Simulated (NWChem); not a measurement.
System: hydrogen cyanide (CHN); SMILES C#N

Results from NWChem. Pople sets run with spherical d functions. Each level has its own optimisation; frequencies are unscaled.

| level | r C–N (Å) | r C–H (Å) | highest harmonic frequency (cm⁻¹) | lowest (cm⁻¹) | zero-point energy (kcal/mol) | dipole (D) |
|---|---|---|---|---|---|---|
| Hartree-Fock/STO-3G | 1.153 | 1.070 | 3917 | 952 | 11.9 | 2.45 |
| Hartree-Fock/3-21G | 1.137 | 1.050 | 3691 | 990 | 11.5 | 3.04 |
| Hartree-Fock/6-31G* | 1.133 | 1.059 | 3678 | 888 | 11.3 | 3.21 |
| B3LYP/6-31G* | 1.157 | 1.070 | 3482 | 771 | 10.3 | 2.90 |
| LDA (Slater exchange, VWN5)/def2-SVP | 1.161 | 1.090 | 3372 | 739 | 10.0 | 2.82 |
| PBE/def2-SVP | 1.167 | 1.087 | 3377 | 732 | 10.0 | 2.76 |
| BLYP/def2-SVP | 1.167 | 1.086 | 3366 | 730 | 9.9 | 2.73 |
| PBE0/def2-SVP | 1.154 | 1.080 | 3474 | 772 | 10.4 | 2.90 |
